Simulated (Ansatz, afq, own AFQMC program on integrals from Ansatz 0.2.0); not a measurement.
Integrals from Ansatz 0.2.0, then the random walk in our own AFQMC program (afq).

```yaml
crystal:
  periodic: [false, false, false]
  atoms:
    - {symbol: Ga, position_ang: [0.000000, 0.000000, 0.000000]}
    - {symbol: Br, position_ang: [0.000000, 0.000000, 2.245200]}
basis:
  gaussian: {orbitals: cc-pVDZ}
total_charge: 1
magnetization: {spin_polarized: true, initial_magnetization: 1}
correlation: {method: ccsd_t, electrons: outside_noble_gas, hamiltonian_folder: ham}
```

```sh
$ ansatz run in.yaml --threads 1 --pin off --events-out ev --progress --plain --max-ram 1843MiB
```

Options of the walk:

```
--method phaseless --trial cisd --walkers 40 --populations 1 --least-time 40 --time-step 0.005 --steps-per-block 50 --equilibration-blocks 12 --max-blocks 160 --target-error 0.00072 --factor-cut 1e-06 --start determinant --seed 4693 --taylor-order 8
```

Times are imaginary, in 1/Eh. The walk had a cap of 204 s. Filled inner d shells are frozen with the cores.

```
orbitals 26  electrons 5 4  factors 230 of 636
reference energy -4495.36228620 Eh
CCSD correlation -0.15258693 Eh in 11 cycles, weight of the determinant in the CISD state 0.9076
energy of the start -4495.514873 Eh
 block  time / (1/Eh)  mean weight  energy / Eh
     1     0.250  1.0004  -4495.513349
     2     0.500  0.9985  -4495.514755
     3     0.750  0.9997  -4495.515953
     4     1.000  1.0018  -4495.514774
     5     1.250  0.9985  -4495.515458
     7     1.750  1.0004  -4495.516454
     9     2.250  1.0008  -4495.518781
    13     3.250  0.9993  -4495.520064
    21     5.250  0.9998  -4495.522472
    29     7.250  0.9984  -4495.526456
    33     8.250  1.0022  -4495.513971
    37     9.250  1.0010  -4495.518527
    45    11.250  1.0007  -4495.517157
    53    13.250  0.9975  -4495.522271
    61    15.250  0.9968  -4495.520375
    69    17.250  0.9998  -4495.521091
    77    19.250  0.9985  -4495.522375
    85    21.250  1.0005  -4495.518074
    93    23.250  0.9986  -4495.525308
   101    25.250  0.9988  -4495.520185
   109    27.250  1.0004  -4495.524387
   117    29.250  0.9969  -4495.517955
   125    31.250  1.0001  -4495.518490
   133    33.250  1.0000  -4495.517769
   141    35.250  1.0012  -4495.518597
   149    37.250  1.0013  -4495.517417
   157    39.250  1.0014  -4495.519773
   165    41.250  1.0016  -4495.531451
   169    42.250  1.0014  -4495.527900
blocks merged  error / Eh  count
     1  0.000272  160
     2  0.000318  80
     4  0.000383  40
     8  0.000476  20
    16  0.000636  10
energy -4495.520502 +/- 0.000476 Eh
(rows thinned)
```

(1) Estimate how long the walk took on 1 thread of Arm Neoverse N1 (shared host).

The run passed its tests (sampling time, drift between the halves within three errors, error under three times the target), which doesn't prove that it has relaxed.

Against this walk (error 12.9 meV) on the same determinant: CCSD(T) 31.0 meV higher, CCSDT(Q) 0.1 meV higher (within the noise), a separate phaseless walk with a CISD trial and standard settings 4.7 ± 16.6 meV higher (within the noise). The error is statistical and leaves out the bias of the constraint.

Cautions: constraint bias not in the error; no relativity below Rb; no spin-orbit coupling; inner d shell frozen.

Answers

(1) 89 s of wall time.

CCSDT and higher add their correlation energy to the determinant of the CCSD(T) run, since their own runs factorise the integrals more tightly (a shift of under 2 meV). A walk keeps the symmetry of its determinant, which the program's search chose and which needn't be the lowest solution, so a lower state of the same spin and another symmetry isn't excluded.
